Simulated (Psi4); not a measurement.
# UPBE/cc-pVTZ run of PH (SMILES [PH])

Aim: the vertical ionisation energy of PH at UPBE/cc-pVTZ, from 2 runs. 

The calculation is run with Psi4 1.11.

2 further runs of the same task are left out: 1 that didn't finish, 1 set aside as unsound or not needed.

### Step 1. Starting point

The species is PH (2 atoms), meant as a triplet with charge 0. SMILES: `[PH]`. The shape is that of a PBE0-D4/def2-TZVP optimisation.

Bond lengths: P1–H2 1.428 Å.

### Step 2. A single-point energy at UPBE/cc-pVTZ

File hp.xyz:

```xyz
2
HP
P      0.000000     0.000000    -0.014610
H      0.000000     0.000000     1.413680
```

File calc.py:

```python
import psi4

psi4.set_memory(2200000000)
psi4.set_num_threads(1)
psi4.set_output_file('run.log', False)

with open('hp.xyz') as f:
    atoms = ''.join(f.readlines()[2:])
mol = psi4.geometry('0 3\n' + atoms + 'symmetry c1')

psi4.set_options({
    'basis': 'cc-pVTZ',
    'reference': 'uks',
    'puream': True,
    'e_convergence': 1e-09,
    'd_convergence': 1e-08,
    'scf_type': 'pk',
    'dft_radial_points': 99,
    'dft_spherical_points': 590,
    'maxiter': 100,
})

E, wfn = psi4.energy('pbe', return_wfn=True)
print(f'total energy {E:.8f} hartree = {E * 27.211386:.5f} eV')
```

Run with:

```
$ python calc.py
```

run.log (excerpt; [...] marks lines left out):

```text
[...]
  Running in c1 symmetry.
[...]
  Nuclear repulsion =    5.557455530774563
[...]
  Multiplicity = 3
[...]
  Nalpha       = 9
  Nbeta        = 7
[...]
    Number of basis functions: 48
[...]
   @UKS iter   1:  -341.69191818720356   -2.70288e-01   5.80119e-03 ADIIS/DIIS
[...]
   @UKS iter  10:  -341.72580403333319   -1.42109e-12   3.82830e-09 DIIS
[...]
   @S^2 Observed:                2.006488049E+00
[...]
    Orbital Energies [Eh]
    ---------------------
    Alpha Occupied:
       1A    -76.362964     2A     -6.337823     3A     -4.558179
       4A     -4.558179     5A     -4.550925     6A     -0.563905
       7A     -0.311430     8A     -0.225222     9A     -0.225222
    Alpha Virtual:
      10A      0.001355    11A      0.139592    12A      0.211407
      13A      0.211407    14A      0.217953    15A      0.217953
      16A      0.235862    17A      0.235862    18A      0.238596
      19A      0.353985    20A      0.506209    21A      0.756080
      22A      0.756080    23A      1.013305    24A      1.162465
      25A      1.162465    26A      1.164437    27A      1.164437
[...]
  @UKS Final Energy:  -341.72580403333319
   => Energetics <=
    Nuclear Repulsion Energy =              5.5574555307745630
    One-Electron Energy =                -483.1979319993214403
    Two-Electron Energy =                 159.2833588993455578
    DFT Exchange-Correlation Energy =     -23.3686864641318763
    Empirical Dispersion Energy =           0.0000000000000000
    VV10 Nonlocal Energy =                  0.0000000000000000
    Total Energy =                       -341.7258040333331905
[...]
 Multipole Moments:
 ------------------------------------------------------------------------------------
     Multipole            Electronic (a.u.)      Nuclear  (a.u.)        Total (a.u.)
 ------------------------------------------------------------------------------------
 L = 1.  Multiply by 2.5417464519 to convert [e a0] to [Debye]
 Dipole X            :          0.0000000            0.0000000            0.0000000
 Dipole Y            :         -0.0000000            0.0000000           -0.0000000
 Dipole Z            :         -1.1504445            1.3381952            0.1877507
 Magnitude           :                                                    0.1877507
[...]
```

The script printed:

```text
total energy -341.72580403 hartree = -9298.83276 eV
```

It took 16 s on 1 thread of Intel Xeon at 2.50GHz (Skylake/Cascade Lake), shared host; peak memory 0.56 GiB.

### Step 3. The doublet cation, same level

File calc.inp:

```
memory 2.2 GB

molecule m {
  1 2
  P      0.000000     0.000000    -0.014610
  H      0.000000     0.000000     1.413680
  symmetry c1
  no_reorient
  no_com
}

set globals {
  basis cc-pVTZ
  reference uks
  puream true
  e_convergence 1e-09
  d_convergence 1e-08
  scf_type pk
  dft_radial_points 99
  dft_spherical_points 590
  maxiter 100
}

energy_value, wavefunction = energy("pbe", return_wfn=True)
print_variables()
```

Run with:

```
$ psi4 -i calc.inp -o calc.out -n 1
```

calc.out (excerpt; [...] marks lines left out):

```text
[...]
  Running in c1 symmetry.
[...]
  Nuclear repulsion =    5.557455530774563
[...]
  Multiplicity = 2
[...]
  Nalpha       = 8
  Nbeta        = 7
[...]
    Number of basis functions: 48
[...]
   @UKS iter   1:  -341.33839545499819    8.32344e-02   3.60893e-03 DIIS/ADIIS
[...]
   @UKS iter   9:  -341.34955592214908   -1.44382e-11   7.84603e-09 DIIS
[...]
   @S^2 Observed:                7.544362538E-01
[...]
    Orbital Energies [Eh]
    ---------------------
    Alpha Occupied:
       1A    -76.760399     2A     -6.726274     3A     -4.954279
       4A     -4.943997     5A     -4.935300     6A     -0.889475
       7A     -0.620975     8A     -0.537439
    Alpha Virtual:
       9A     -0.525443    10A     -0.268695    11A     -0.103431
      12A     -0.082705    13A     -0.077403    14A     -0.073446
      15A     -0.064936    16A     -0.009967    17A     -0.009719
      18A     -0.005820    19A      0.123733    20A      0.230973
      21A      0.483611    22A      0.484808    23A      0.738662
      24A      0.841777    25A      0.844689    26A      0.848305
[...]
  @UKS Final Energy:  -341.34955592214908
   => Energetics <=
    Nuclear Repulsion Energy =              5.5574555307745630
    One-Electron Energy =                -477.3382381260912553
    Two-Electron Energy =                 153.5004267135578573
    DFT Exchange-Correlation Energy =     -23.0692000403902249
    Empirical Dispersion Energy =           0.0000000000000000
    VV10 Nonlocal Energy =                  0.0000000000000000
    Total Energy =                       -341.3495559221490794
[...]
 Multipole Moments:
 ------------------------------------------------------------------------------------
     Multipole            Electronic (a.u.)      Nuclear  (a.u.)        Total (a.u.)
 ------------------------------------------------------------------------------------
 L = 1.  Multiply by 2.5417464519 to convert [e a0] to [Debye]
 Dipole X            :         -0.0000000            0.0000000           -0.0000000
 Dipole Y            :          0.0000000            0.0000000            0.0000000
 Dipole Z            :         -1.8461979            2.2573345            0.4111367
 Magnitude           :                                                    0.4111367
[...]
```

It took 14 s on 1 thread of Intel Xeon at 2.50GHz (Skylake/Cascade Lake), shared host; peak memory 0.56 GiB.

### Step 4. Outcome

Level: UPBE/cc-pVTZ.

```
                                          quantity          value
                          triplet PH: total energy  -341.72580 Eh
                         triplet PH: dipole moment         0.48 D
    triplet PH: HOMO energy (highest over α and β)       -6.13 eV
     triplet PH: LUMO energy (lowest over α and β)       -3.89 eV
                                  triplet PH: ⟨S²⟩          2.006
                      doublet cation: total energy  -341.34956 Eh
doublet cation: HOMO energy (highest over α and β)      -14.62 eV
 doublet cation: LUMO energy (lowest over α and β)      -14.30 eV
                              doublet cation: ⟨S²⟩          0.754
vertical ionisation energy (to the doublet cation)      10.238 eV
```

The vertical ionisation energy comes to 10.24 eV (988 kJ/mol).
